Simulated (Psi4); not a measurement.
Reaction (SMILES): N#N (N2) + H+ → N#[NH+]
B3LYP-D3(BJ)/def2-TZVP geometries, fixed; electronic energies without zero-point terms; positive where energy is released.

Basis-set convergence of the proton affinity at MP2 with Psi4. Cartesian d functions, on some or all atoms, in 6-31G*, 6-31+G*; all else is spherical. Density fitting with the program's default auxiliary sets. Cores are frozen. No added dispersion term, no relativity. Functions are those of the species that has most. Reference: Hartree-Fock in aug-cc-pVQZ plus the correlation part extrapolated as X^-3 from aug-cc-pVTZ and aug-cc-pVQZ, 121.27 kcal/mol, itself unsure by roughly 0.12 kcal/mol (a third of the extrapolation step and of the last Hartree-Fock step). Deviations are taken from unrounded values.

```json
[
 {"basis": "STO-3G", "functions": "11", "proton affinity (kcal/mol)": "141.66", "minus reference (kcal/mol)": "20.39"},
 {"basis": "6-31G", "functions": "20", "proton affinity (kcal/mol)": "124.96", "minus reference (kcal/mol)": "3.69"},
 {"basis": "def2-SV(P)", "functions": "30", "proton affinity (kcal/mol)": "117.82", "minus reference (kcal/mol)": "-3.45"},
 {"basis": "6-31G*", "functions": "32", "proton affinity (kcal/mol)": "119.63", "minus reference (kcal/mol)": "-1.63"},
 {"basis": "6-31+G*", "functions": "40", "proton affinity (kcal/mol)": "117.26", "minus reference (kcal/mol)": "-4.00"},
 {"basis": "aug-cc-pVDZ", "functions": "55", "proton affinity (kcal/mol)": "119.81", "minus reference (kcal/mol)": "-1.45"},
 {"basis": "def2-TZVP", "functions": "68", "proton affinity (kcal/mol)": "120.85", "minus reference (kcal/mol)": "-0.42"},
 {"basis": "cc-pVQZ", "functions": "140", "proton affinity (kcal/mol)": "122.20", "minus reference (kcal/mol)": "0.94"},
 {"basis": "def2-QZVPP", "functions": "144", "proton affinity (kcal/mol)": "122.20", "minus reference (kcal/mol)": "0.94"}
]
```
